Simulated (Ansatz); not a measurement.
Relaxation of H6N3P (10 atoms, charge 0, multiplicity 1), to a largest force component of 0.015 eV/Å in at most 40 steps.

Theory: RKS B3LYP-D4/def2-SVP (Ansatz 0.2.0).

```xyz
10
Properties=species:S:1:pos:R:3
N -0.913 -0.081 -1.102
P 0.569 -0.240 -0.497
N 0.223 -1.323 0.721
N 0.864 1.167 0.388
H -1.035 0.767 -1.739
H -1.642 0.095 -0.369
H 1.131 -1.484 1.280
H 0.049 -2.213 0.330
H 1.771 1.640 -0.014
H 1.106 0.983 1.339
```

Where does it end, and by what steps?

The run converged. After 9 steps the energy has fallen by 0.956 eV; H10 moved furthest, 0.42 Å.

```tsv
step	energy less start (eV)	largest force component (eV/Å)	accepted
0	0.0000	4.730	yes
1	-0.6668	2.332	yes
2	-0.8794	1.506	yes
3	-0.9343	0.448	yes
4	-0.8830	0.762	no
5	-0.9532	0.182	yes
6	-0.9548	0.032	yes
7	-0.9411	0.511	no
8	-0.9557	0.022	yes
9	-0.9558	0.010	yes
```

```xyz
10
Properties=species:S:1:pos:R:3
N -0.994 -0.064 -1.021
P 0.669 -0.181 -0.616
N 0.367 -1.316 0.690
N 1.058 1.169 0.364
H -1.180 0.490 -1.854
H -1.625 0.199 -0.262
H 1.239 -1.621 1.125
H -0.117 -2.145 0.343
H 1.971 1.593 0.236
H 0.734 1.186 1.331
```

Whether the end is a true minimum wasn't checked by a vibrational analysis.

Run time: 35 s on 1 thread of Arm Neoverse V1 (shared host), peak memory 0.18 GiB.
